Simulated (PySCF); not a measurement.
Molecule: SMILES C=CC(=O)OC, C₄H₆O₂.

Structure with atom numbers: `[CH2:1]=[CH:2][C:3](=[O:4])[O:5][CH3:6]`. Each H is labelled by its parent atom. Ha(C1) is cis to C3; Hb(C1) is trans to C3.

Geometry PBE0-D3(BJ)/def2-SVP throughout; GIAO in PySCF 2.14.0 with density-fitted response routines, gas phase, one conformer, non-relativistic; equivalent atoms averaged; functional PBE0.

For orientation, cc-pVTZ gives these absolute shieldings σ: C3 18.2, C1 48.4, C2 53.5, C6 136.2, O4 -57.1, O5 147.9, H(C2) 24.93, Hb(C1) 25.25, H(C6) 27.70 ppm.

A run gave: C3 39.2, C1 64.7, C2 70.8, C6 145.1, O4 -28.9, O5 167.1, H(C2) 25.94, Hb(C1) 26.10, H(C6) 28.42 ppm (absolute shieldings σ).

Question: Which basis set was used in that run?
A. STO-3G
B. def2-SVP
C. 6-31G
D. 6-31G*
E. aug-cc-pVDZ

Answer: D. H(C6) tells them apart best: 6-31G* gives 28.42, 6-31G gives 28.80, def2-SVP gives 27.93, STO-3G gives 29.87, aug-cc-pVDZ gives 27.67 ppm.
